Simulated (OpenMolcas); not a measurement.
# One shape, several levels: CH2F2O (SMILES OC(F)F)

Aim: a comparison of 6 runs (HF/3-21G, HF/def2-SVP, B3LYP/6-31G*, PBE/6-31G*, PBE0/cc-pVDZ) of CH2F2O. 

Program for the calculation: OpenMolcas 26.06.

3 further runs of the same task are left out: 3 set aside as unsound or not needed.

**1. The structure to begin with**

The species is CH2F2O (6 atoms), meant as a singlet with charge 0. As SMILES, `OC(F)F`. The coordinates come from a PBE0-D4/def2-TZVP relaxation. This is one conformer, not always the lowest.

Bond lengths: O1–C2 1.346 Å, C2–F3 1.355 Å, C2–F4 1.355 Å, O1–H5 0.966 Å, C2–H6 1.091 Å. Angles: O1–C2–F3 111.4°, O1–C2–F4 111.4°, F3–C2–F4 105.7°, O1–C2–H6 109.4°, F3–C2–H6 109.4°, F4–C2–H6 109.4°, C2–O1–H5 108.8°.

**2. Energy and gradient at HF/3-21G (run 1)**

Contents of calc.input:

```
>>> EXPORT MOLCAS_PRINT=2

&GATEWAY
  BasLib=$CurrDir
  Coord
  6
  angstrom
  O        0.095100       0.985600      -0.438500
  C        0.060600      -0.137800       0.302200
  F        0.876300      -1.092500      -0.208200
  F       -1.179700      -0.684300       0.315100
  H       -0.176600       0.772900      -1.340300
  H        0.366200       0.092100       1.323500
  Basis=3-21G
  Group=NoSym

&SEWARD

&SCF
  Thresholds=1e-10 1e-07 1e-07 1e-05
  PrOrbitals=1 2

&ALASKA
```

The basis set 3-21G is read from a file made from the Basis Set Exchange's data (not shown).

Started as:

```sh
export MOLCAS_MEM=1860
pymolcas calc.input > calc.log
```

Standard output:

```text
--- Start Module: gateway ---
[...]
--- Stop Module: gateway /rc=_RC_ALL_IS_WELL_ ---
[...]
      Basis functions           40
[...]
--- Start Module: scf ---
[...]
       Convergence after  12 Iterations
[...]
::    Total SCF energy                               -311.0729197621
[...]
      Total spin, S                                     0.0000000000
[...]
      Total electronic charge=   34.000000
      Total            charge=   -0.000000
[...]
      Dipole Moment (debye):
      Origin of the operator (angstrom)=   -0.0489   -0.2761   -0.0202
                   X=  2.8258E-02               Y=  6.1069E-01               Z= -3.6496E-01           Total=  7.1199E-01
      Quadrupole Moment (debye*angstrom):
[...]
--- Stop Module: scf /rc=_RC_ALL_IS_WELL_ ---
--- Start Module: alaska ---
[...]
 *              Molecular gradients               *
 **************************************************
  Irreducible representation: a
 ------------------------------------------------------------------------------------------
                              X                       Y                       Z
 ------------------------------------------------------------------------------------------
  O1                1.95748088589154E-03   -2.82275778951657E-03    9.91011981899037E-03
  C2               -1.12450844863472E-02   -4.14801042795787E-04   -4.37285601906718E-02
  F3               -6.57667752509283E-03    6.71369121168475E-03    6.61977164873662E-03
  F4                1.08420936885203E-02    3.28521348369648E-03    2.19454018883258E-03
  H5                4.25858824689929E-04   -8.76761089835321E-03    8.51063518472328E-03
  H6                4.59632861236114E-03    2.00626503527512E-03    1.64934933494250E-02
 ------------------------------------------------------------------------------------------
--- Stop Module: alaska /rc=_RC_ALL_IS_WELL_ ---
[...]
```

It took 1.7 s on 1 thread of Arm Neoverse V2, shared host; peak memory 0.37 GiB.

**3. Energy and gradient at HF/def2-SVP (run 2)**

Contents of run.input:

```
&GATEWAY
  BASLIB=$CurrDir
  COORD
  6
  angstrom
  O        0.095100       0.985600      -0.438500
  C        0.060600      -0.137800       0.302200
  F        0.876300      -1.092500      -0.208200
  F       -1.179700      -0.684300       0.315100
  H       -0.176600       0.772900      -1.340300
  H        0.366200       0.092100       1.323500
  BASIS=def2-SVP
  GROUP=NoSym

&SEWARD

&SCF
  THRESHOLDS=1e-10 1e-07 1e-07 1e-05
  PRORBITALS=1 2

&ALASKA
```

The basis set def2-SVP is read from a file made from the Basis Set Exchange's data (not shown).

Started as:

```sh
export MOLCAS_MEM=1860
pymolcas run.input > run.log
```

Standard output:

```text
--- Start Module: gateway ---
[...]
--- Stop Module: gateway /rc=_RC_ALL_IS_WELL_ ---
[...]
      Basis functions           66
[...]
--- Start Module: scf ---
[...]
       Convergence after  12 Iterations
[...]
::    Total SCF energy                               -312.5340751647
[...]
      Total spin, S                                     0.0000000000
[...]
      Total electronic charge=   34.000000
      Total            charge=   -0.000000
[...]
      Dipole Moment (debye):
      Origin of the operator (angstrom)=   -0.0489   -0.2761   -0.0202
                   X=  7.7313E-02               Y=  7.6864E-01               Z= -2.9518E-01           Total=  8.2699E-01
      Quadrupole Moment (debye*angstrom):
[...]
--- Stop Module: scf /rc=_RC_ALL_IS_WELL_ ---
[...]
--- Start Module: alaska ---
[...]
 *              Molecular gradients               *
 **************************************************
  Irreducible representation: a
 ------------------------------------------------------------------------------------------
                              X                       Y                       Z
 ------------------------------------------------------------------------------------------
  O1                6.97469602396072E-03    2.21449449214255E-02    1.01500578835529E-02
  C2                3.19116363527061E-03    9.40207210273147E-03    5.30131575584569E-03
  F3                1.51597440043183E-02   -1.78614349720725E-02   -7.52032123667323E-03
  F4               -2.21572571379340E-02   -1.04298435260759E-02    1.98355238907633E-03
  H5               -5.08861601368427E-03   -5.79034401991574E-03   -1.54825776351748E-02
  H6                1.92026948796209E-03    2.53460549396123E-03    5.56797284339083E-03
 ------------------------------------------------------------------------------------------
--- Stop Module: alaska /rc=_RC_ALL_IS_WELL_ ---
[...]
```

It took 3.3 s on 1 thread of Arm Neoverse V2, shared host; peak memory 0.41 GiB.

Run 3 isn't shown in full; the table further down has it.

**4. Energy and forces at PBE/6-31G(d) (spherical functions) (run 4)**

Contents of job.input:

```
* CH2F2O Kohn-Sham DFT
>>> EXPORT MOLCAS_PRINT=2
&GATEWAY
BasLib=$CurrDir
Coord
6
bohr
O      0.17971295     1.86251407    -0.82864491
C      0.11451740    -0.26040426     0.57107523
F      1.65596700    -2.06452579    -0.39344098
F     -2.22930991    -1.29313959     0.59545270
H     -0.33372563     1.46056932    -2.53279992
H      0.69201771     0.17404378     2.50105253
Basis=6-31Gs
Group=NoSym
&SEWARD
GridInput
Grid=UltraFine
End of Grid
&SCF
KSDFT=PBE
Thresholds=1e-10 1e-07 1e-07 1e-05
PrOrbitals=0
&ALASKA
```

The basis set 6-31G* is read from a file made from the Basis Set Exchange's data (not shown).

Started as:

```sh
export MOLCAS_MEM=1860
pymolcas job.input > job.log
```

Standard output:

```text
--- Start Module: gateway ---
[...]
--- Stop Module: gateway /rc=_RC_ALL_IS_WELL_ ---
[...]
      Basis functions           60
[...]
--- Start Module: scf ---
[...]
       Convergence after  14 Iterations
[...]
::    Total KS-DFT energy                            -313.8902719783
[...]
      Total spin, S                                     0.0000000000
[...]
      Total electronic charge=   34.000000
      Total            charge=   -0.000000
[...]
      Dipole Moment (debye):
      Origin of the operator (angstrom)=   -0.0489   -0.2761   -0.0202
                   X= -5.5948E-02               Y=  4.4553E-01               Z= -5.6680E-01           Total=  7.2310E-01
      Quadrupole Moment (debye*angstrom):
[...]
--- Stop Module: scf /rc=_RC_ALL_IS_WELL_ ---
[...]
--- Start Module: alaska ---
[...]
 *              Molecular gradients               *
 **************************************************
  Irreducible representation: a
 ------------------------------------------------------------------------------------------
                              X                       Y                       Z
 ------------------------------------------------------------------------------------------
  O1               -6.04503515510268E-03   -2.14381746625634E-02   -7.01866696086384E-03
  C2               -9.85730023661979E-04    1.53447691135811E-03   -4.97216780174536E-03
  F3               -1.18265104193434E-02    1.22626134140642E-02    6.26810005732636E-03
  F4                1.69244785965930E-02    6.57737271981329E-03   -1.04334560667363E-03
  H5                4.46461047752722E-03    4.96634661723859E-03    1.36684903759088E-02
  H6               -2.53181347600684E-03   -3.90263499993448E-03   -6.90241006392611E-03
 ------------------------------------------------------------------------------------------
--- Stop Module: alaska /rc=_RC_ALL_IS_WELL_ ---
[...]
```

Run time: 13 s. Hardware: 1 thread of Arm Neoverse V2, shared host; peak memory 0.39 GiB.

Run 5 isn't shown in full; the table further down has it.

**5. Energy and forces at PBE0/cc-pVDZ (run 6)**

Contents of coord.xyz:

```xyz
6

O      0.095100     0.985600    -0.438500
C      0.060600    -0.137800     0.302200
F      0.876300    -1.092500    -0.208200
F     -1.179700    -0.684300     0.315100
H     -0.176600     0.772900    -1.340300
H      0.366200     0.092100     1.323500
```

Contents of test.inp:

```
* CH2F2O Kohn-Sham DFT

&GATEWAY
 BasLib=$CurrDir
 Coord=coord.xyz
 Basis=cc-pVDZ
 Group=NoSym

&SEWARD
 GridInput
 Grid=UltraFine
 End of Grid

&SCF
 KSDFT=PBE0
 Thresholds=1e-10 1e-07 1e-07 1e-05
 PrOrbitals=1 2

&ALASKA
```

The basis set cc-pVDZ is read from a file made from the Basis Set Exchange's data (not shown).

Started as:

```sh
export MOLCAS_MEM=1860
pymolcas test.inp > test.log
```

Standard output:

```text
--- Start Module: gateway ---
[...]
--- Stop Module: gateway /rc=_RC_ALL_IS_WELL_ ---
[...]
      Basis functions           66
[...]
--- Start Module: scf ---
[...]
       Convergence after  12 Iterations
[...]
::    Total KS-DFT energy                            -313.9288634877
[...]
      Total spin, S                                     0.0000000000
[...]
      Total electronic charge=   34.000000
      Total            charge=   -0.000000
[...]
      Dipole Moment (debye):
      Origin of the operator (angstrom)=   -0.0489   -0.2761   -0.0202
                   X=  2.1244E-02               Y=  6.6806E-01               Z= -4.3703E-01           Total=  7.9859E-01
      Quadrupole Moment (debye*angstrom):
[...]
--- Stop Module: scf /rc=_RC_ALL_IS_WELL_ ---
[...]
--- Start Module: alaska ---
[...]
 *              Molecular gradients               *
 **************************************************
  Irreducible representation: a
 ------------------------------------------------------------------------------------------
                              X                       Y                       Z
 ------------------------------------------------------------------------------------------
  O1               -1.95269684380417E-03   -4.79917323307433E-03   -3.91531567744918E-03
  C2                1.47505056600239E-03    1.41748190333146E-03    4.78437207361804E-03
  F3               -1.73557766069266E-03    1.71685045520853E-03    1.21052664625232E-03
  F4                2.61382460123016E-03    8.75925036247338E-04    1.09604126381502E-04
  H5                1.30902668135868E-03    2.86587485322792E-03    2.90639547081728E-03
  H6               -1.70962734408087E-03   -2.07695901486971E-03   -5.09558263961729E-03
 ------------------------------------------------------------------------------------------
--- Stop Module: alaska /rc=_RC_ALL_IS_WELL_ ---
[...]
```

It took 14 s on 1 thread of Arm Neoverse V2, shared host; peak memory 0.41 GiB.

**6. The series**

```tsv
run	level	integration grid	Cartesian functions	energy (Eh)	dipole moment (D)	HOMO energy (eV)	LUMO energy (eV)	wall time
1	HF/3-21G	–	no	-311.072920	0.71	-14.66	6.94	1.7 s
2	HF/def2-SVP	–	no	-312.534075	0.83	-14.96	4.98	3.3 s
3	B3LYP/6-31G* (spherical functions)	UltraFine	no	-314.204340	0.71	-9.19	1.94	13 s
4	PBE/6-31G* (spherical functions)	UltraFine	no	-313.890272	0.72	-7.49	1.33	13 s
5	B3LYP/6-31G* (Cartesian functions)	UltraFine	yes	-314.208296	0.70	-9.20	1.91	15 s
6	PBE0/cc-pVDZ	UltraFine	no	-313.928863	0.80	-9.63	1.90	14 s
```

**7. Summary of results**

| quantity | value |
| --- | --- |
| run 6: total energy | -313.92886 Eh |
| run 6: dipole moment | 0.80 D |
| run 6: HOMO energy | -9.63 eV |
| run 6: LUMO energy | 1.90 eV |
| run 6: HOMO–LUMO gap | 11.53 eV |
| run 6: largest force on an atom | 0.334 eV/Å |

**Reading.** The dipole moment (its size) runs from 0.70 D (B3LYP/6-31G*) to 0.83 D (HF/def2-SVP). The two ends differ in method and basis. The HOMO–LUMO gap runs from 8.81 eV (PBE/6-31G*) to 21.59 eV (HF/3-21G). Totals of different functionals can't be ranked against each other. All runs together took 60 s, the longest 15 s.
